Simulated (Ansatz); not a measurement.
Consider the ligand exchange at the Al–N bond: `C=[N][AlH2]` + H–F → `[F][AlH2]` + `C=N`.

Isolated molecules relaxed with PBE0-D4/def2-TZVP in Ansatz; ΔE leaves out vibrations. CBS: MP2 limit from def2 TZ/QZ plus the TZ coupled-cluster correction, frozen cores. This one scheme is used for every species. DFT in def2-TZVPP. HSE06 is defined as in plane-wave codes.

`C=[N][AlH2]`:

```xyz
7

C     0.554    0.638   -1.234
N     0.093    0.109   -0.210
Al   -0.554   -0.637    1.233
H     0.110    1.538   -1.688
H     1.439    0.243   -1.758
H     0.010   -0.135    2.620
H    -1.652   -1.756    1.036
```

H–F:

Cartesian coordinates in Å:
```
F 0.176 -0.424 0.030
H -0.176 0.424 -0.030
```

`[F][AlH2]`:

Cartesian coordinates in Å:
```
F 0.940 -0.051 -1.287
Al -0.033 0.002 0.044
H -0.187 -1.331 0.870
H -0.720 1.381 0.373
```

`C=N`:

```xyz
5

C    -0.241   -0.101   -0.290
N     0.731   -0.314    0.484
H    -0.856    0.807   -0.289
H    -0.507   -0.864   -1.024
H     0.873    0.473    1.118
```

```tsv
level	ΔE (kcal/mol)
PBE0-D4	-24.1
CAM-B3LYP-D4	-26.1
BLYP	-26.1
r2SCAN	-25.2
HSE06	-24.5
LC-ωPBE	-26.4
CCSD(T)/def2-SVP	-27.0
SCS-MP2/def2-QZVPP	-26.7
```

Task: What does CCSD(T)/CBS give? (Estimate.)

Result: Ansatz gave: -26.0 kcal/mol. The listed levels differ from it by 1.9, -0.1, -0.1, 0.8, 1.5, -0.4, -1.0, -0.7 kcal/mol.

Largest T1 diagnostic among the species: 0.015.

From BLYP to BHLYP (50 % exact exchange), in def2-TZVPP and without D4, ΔE moves by −1.0 kcal/mol. Leaving LDA and LC-ωPBE aside and taking each functional with its dispersion term where it has one, the values, not all of them listed here, spread over 3.2 kcal/mol, from ωB97X-V to revPBE-D4. LDA lies +2.6 kcal/mol from PBE without D4. In def2-TZVPP, CCSD(T) changes the Hartree–Fock value by +2.4 kcal/mol (the triples alone add +0.5 kcal/mol) and MP2 by +2.9 kcal/mol.
